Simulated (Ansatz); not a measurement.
A made-up structure of Si₂H₄S, closed shell:

Si1  (-0.649, 0.832, -0.901)
Si2  (0.006, -0.118, 0.554)
S3  (1.138, -1.640, -0.060)
H4  (-1.005, -0.139, -2.093)
H5  (-1.720, 1.523, -0.193)
H6  (0.309, 0.676, 1.855)
H7  (1.921, -1.134, 0.838)
(Å)

It is relaxed with PBE-D4/def2-SVP and then PBE0-D4/def2-TZVP (Ansatz 0.2.0). Atoms count as bonded within 1.22 times the sum of their covalent radii (H–H: 0.88 Å). The end point is not checked to be a true minimum.

(1) Does its bonding change? (A judgement: the text doesn't fix the answer.)

Answers

(1) Computed: No: no bond forms or breaks.

Where it ends: The first stage lowers the energy by 2.45 eV in 10 steps. It ends as Si₂H₄S ([SiH2][SiH][SH]):
```
atom    x (Å)    y (Å)    z (Å)
 Si1  -0.8935   0.9771  -1.0289
 Si2   0.0802  -0.1623   0.5607
  S3   1.4114  -1.7674   0.1792
  H4  -1.3026   0.1357  -2.1868
  H5  -2.0554   1.7328  -0.4827
  H6   0.4603   0.5000   1.8345
  H7   2.2996  -1.4159   1.1241
```

Labels in which every atom is bracketed show which atoms are joined, not bond orders.

For scale, one of the runs: PBE0-D4/def2-TZVP relaxation, 135 basis functions, launched by `ansatz run in.yaml --threads 2 --pin off --events-out ev --progress --plain --max-ram 4352MiB`. The run took about 21 s on 2 CPU threads of an Arm Neoverse V1 (shared host).
